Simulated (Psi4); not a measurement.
# BF (SMILES [B]F): FNO-QCISD(T)/DZ (Cartesian functions, occ tolerance 3e-05)

Aim: the energy change on altering one bond length of BF at FNO-QCISD(T)/DZ (Cartesian functions, occ tolerance 3e-05), from 2 runs. 

The calculation is run with Psi4 1.11.

7 further runs of the same task are left out: 2 that didn't finish, 5 set aside as unsound or not needed.

## 1. The molecule

BF: 2 atoms, total charge 0, spin state singlet. As SMILES, `[B]F`. The coordinates come from a GFN2-xTB relaxation.

Bond lengths: B1–F2 1.244 Å.

## 2. The energy at FNO-QCISD(T)/DZ (Cartesian functions, occ tolerance 3e-05)

Input file bf.xyz:

```xyz
2
BF
B      0.000000     0.000000     0.000000
F      0.000000     0.000000     1.244390
```

Input file bf.py:

```python
import psi4

psi4.set_memory(1600000000)
psi4.set_num_threads(1)
psi4.set_output_file('psi4.out', False)

with open('bf.xyz') as f:
    atoms = ''.join(f.readlines()[2:])
geom = psi4.geometry('0 1\n' + atoms + '')

psi4.set_options({
    'basis': 'DZ',
    'scf_type': 'direct',
    'freeze_core': True,
    'occ_tolerance': 3e-05,
})

E = psi4.energy("fno-qcisd(t)", molecule=geom)
print(f'total energy {E:.8f} hartree = {E * 27.211386:.5f} eV')
```

On the command line:

```sh
$ python bf.py
```

psi4.out:

```text
[...]
  Running in c2v symmetry.
[...]
  Nuclear repulsion =   19.136263133061178
[...]
  Multiplicity = 1
[...]
  Nalpha       = 7
  Nbeta        = 7
[...]
    Number of basis functions: 20
[...]
   @DF-RHF iter   1:  -124.05891506814694   -6.39511e-01   1.62973e-02 DIIS/ADIIS
[...]
   @RHF iter  14:  -124.07845060783295   -3.83693e-13   4.95494e-09 DIIS
[...]
    Orbital Energies [Eh]
    ---------------------
    Doubly Occupied:
       1A1   -26.376410     2A1    -7.761233     3A1    -1.727970
       4A1    -0.856680     1B2    -0.757177     1B1    -0.757177
       5A1    -0.410928
[...]
  @RHF Final Energy:  -124.07845060783295
   => Energetics <=
    Nuclear Repulsion Energy =             19.1362631330611777
    One-Electron Energy =                -209.1342760895470008
    Two-Electron Energy =                  65.9195623486528604
    Total Energy =                       -124.0784506078329485
[...]
 Multipole Moments:
 ------------------------------------------------------------------------------------
     Multipole            Electronic (a.u.)      Nuclear  (a.u.)        Total (a.u.)
 ------------------------------------------------------------------------------------
 L = 1.  Multiply by 2.5417464519 to convert [e a0] to [Debye]
 Dipole X            :          0.0000000            0.0000000            0.0000000
 Dipole Y            :          0.0000000            0.0000000            0.0000000
 Dipole Z            :         -0.0607962            0.3206489            0.2598527
 Magnitude           :                                                    0.2598527
[...]
      * MP2 total energy:                   -124.236332559710
[...]
      * MP2 total energy:                   -124.236332559710
[...]
      * MP3 total energy:                   -124.234378366301
[...]
      * QCISD total energy:                 -124.248556172314
[...]
```

The script printed:

```text
total energy -124.25175957 hartree = -3381.06259 eV
```

Wall time 2.6 s (1 thread of AMD EPYC 9R45 (Zen 5), shared host); peak memory 0.19 GiB.

## 3. The distorted shape

Input file bf.py:

```python
import psi4

psi4.set_memory(1600000000)
psi4.set_num_threads(1)
psi4.set_output_file('output.dat', False)

geom = psi4.geometry("""
0 1
B      0.00000000     0.00000000    -1.64615932
F      0.00000000     0.00000000     2.35155629
units au
""")

psi4.set_options({
    'reference': 'rhf',
    'scf_type': 'direct',
    'freeze_core': True,
    'occ_tolerance': 3e-05,
})

e_tot, wfn = psi4.energy('fno-qcisd(t)/DZ', return_wfn=True)
print(f'total energy {e_tot:.8f} hartree = {e_tot * 27.211386:.5f} eV')
```

On the command line:

```sh
$ python bf.py
```

output.dat:

```text
[...]
  Running in c2v symmetry.
[...]
  Nuclear repulsion =   11.256428518185665
[...]
  Multiplicity = 1
[...]
  Nalpha       = 7
  Nbeta        = 7
[...]
    Number of basis functions: 20
[...]
   @DF-RHF iter   1:  -123.85378232784750   -1.02125e+00   3.43217e-02 ADIIS/DIIS
[...]
   @RHF iter  17:  -123.96326863048216   -4.14957e-12   7.65228e-09 DIIS
[...]
    Orbital Energies [Eh]
    ---------------------
    Doubly Occupied:
       1A1   -26.174245     2A1    -7.870314     3A1    -1.401741
       4A1    -0.616557     1B1    -0.506614     1B2    -0.506614
       5A1    -0.456628
[...]
  @RHF Final Energy:  -123.96326863048216
   => Energetics <=
    Nuclear Repulsion Energy =             11.2564285181856647
    One-Electron Energy =                -195.3739695707317310
    Two-Electron Energy =                  60.1542724220639116
    Total Energy =                       -123.9632686304821618
[...]
 Multipole Moments:
 ------------------------------------------------------------------------------------
     Multipole            Electronic (a.u.)      Nuclear  (a.u.)        Total (a.u.)
 ------------------------------------------------------------------------------------
 L = 1.  Multiply by 2.5417464519 to convert [e a0] to [Debye]
 Dipole X            :          0.0000000            0.0000000            0.0000000
 Dipole Y            :          0.0000000            0.0000000            0.0000000
 Dipole Z            :         -2.6012935            0.5451127           -2.0561808
 Magnitude           :                                                    2.0561808
[...]
      * MP2 total energy:                   -124.141815341588
[...]
      * MP2 total energy:                   -124.141815341588
[...]
      * MP3 total energy:                   -124.136856583350
[...]
      * QCISD total energy:                 -124.166223791474
[...]
```

On the terminal:

```text
total energy -124.16674330 hartree = -3378.74918 eV
```

It took 2.9 s on 1 thread of AMD EPYC 9R45 (Zen 5), shared host; peak memory 0.19 GiB.

## 4. Summary of results

At FNO-QCISD(T)/DZ (Cartesian functions, occ tolerance 3e-05), 2 core orbitals frozen:

| quantity | value |
| --- | --- |
| first shape: total energy | -124.25176 Eh |
| first shape: HOMO energy (Hartree–Fock orbitals) | -11.18 eV |
| first shape: LUMO energy (Hartree–Fock orbitals) | 2.20 eV |
| first shape: HOMO–LUMO gap (Hartree–Fock orbitals) | 13.39 eV |
| first shape: correlation energy (2 core orbitals frozen) | -173.3 mEh |
| first shape: T1 diagnostic | 0.019 |
| distorted shape: total energy | -124.16674 Eh |
| distorted shape: HOMO energy (Hartree–Fock orbitals) | -12.43 eV |
| distorted shape: LUMO energy (Hartree–Fock orbitals) | -0.37 eV |
| distorted shape: HOMO–LUMO gap (Hartree–Fock orbitals) | 12.06 eV |
| distorted shape: correlation energy (2 core orbitals frozen) | -203.5 mEh |
| distorted shape: T1 diagnostic | 0.063 |
| energy change with the B1–F2 bond stretched from 1.244 to 2.115 Å | 2.313 eV |

With the B1–F2 bond stretched from 1.244 to 2.115 Å the energy rises by 2.31 eV (53 kcal/mol). The first shape isn't relaxed at this level, so the change isn't measured from a minimum. The T1 diagnostic (distorted shape) of 0.063 is above the customary mark for such species, so a single reference may not serve.
